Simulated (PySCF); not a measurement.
Geometry:
```csv
atom,x (Å),y (Å),z (Å)
C1,1.299,0.332,0.343
C2,0.342,-0.069,-0.471
C3,-1.096,-0.222,-0.088
F4,-1.327,0.112,1.222
H5,1.094,0.584,1.369
H6,2.320,0.425,0.015
H7,0.540,-0.325,-1.503
H8,-1.733,0.432,-0.699
H9,-1.425,-1.262,-0.214
```

No solvent model, averaged over atoms made equivalent by symmetry, fast rotation or ring inversion, no relativistic terms, one computed conformer. Structure optimised with GFN2-xTB; shieldings: GIAO PBE0/pcSseg-1; J couplings at B3LYP/pcJ-1; PySCF 2.14.

Question: Predict the 2D correlation tables (HSQC, COSY, HMBC).

Answer: 

HSQC (one-bond C–H):
```
          δH          δC  $^{1}J$(C,H) (Hz)
   5.98 (H7)  141.9 (C2)                160
   5.89 (H5)  119.3 (C1)                166
   5.61 (H6)  119.3 (C1)                166
5.31 (H8/H9)   86.7 (C3)                154
```

COSY cross peaks (|J| ≥ 2 Hz):
```
       δH            δH  abs. J (Hz)  bonds
5.98 (H7)     5.89 (H5)         18.8      3
5.98 (H7)     5.61 (H6)         12.6      3
5.98 (H7)  5.31 (H8/H9)          2.8      3
5.89 (H5)  5.31 (H8/H9)          3.4      4
5.61 (H6)  5.31 (H8/H9)          3.2      4
```

HMBC (two and three bonds, |J| ≥ 2.5 Hz):
```
          δH                   δC [abs. J in Hz]
   5.98 (H7)                    86.7 (C3) [13.9]
   5.89 (H5)   141.9 (C2) [3.0], 86.7 (C3) [7.9]
   5.61 (H6)                    86.7 (C3) [11.2]
5.31 (H8/H9)  141.9 (C2) [4.0], 119.3 (C1) [5.1]
```

Shifts are taken against calculated references (same method and geometry level): $^{1}$H (31.72 ppm) and $^{13}$C (186.93 ppm) against TMS.

Common functionals overestimate the size of one-bond C–F couplings by tens of Hz; these are unscaled. Unscaled 3J(H,H) at this level run about 10 % above measured values. Shifts are as computed. Against solution values, carbons near 30 ppm lie about +3 ppm off and those near 130 ppm about +5 ppm. Of 1211 compounds with measured shifts, 218 miss one by over three times the rms of a fit or turn the order of signals round; such compounds aren't used in these exercises. Couplings across =CH–CH2 type bonds come from one rotamer and its mirror image, and can be 1–2 Hz further off. Only one conformer was computed, so three-bond couplings in flexible chains and rings are approximate.
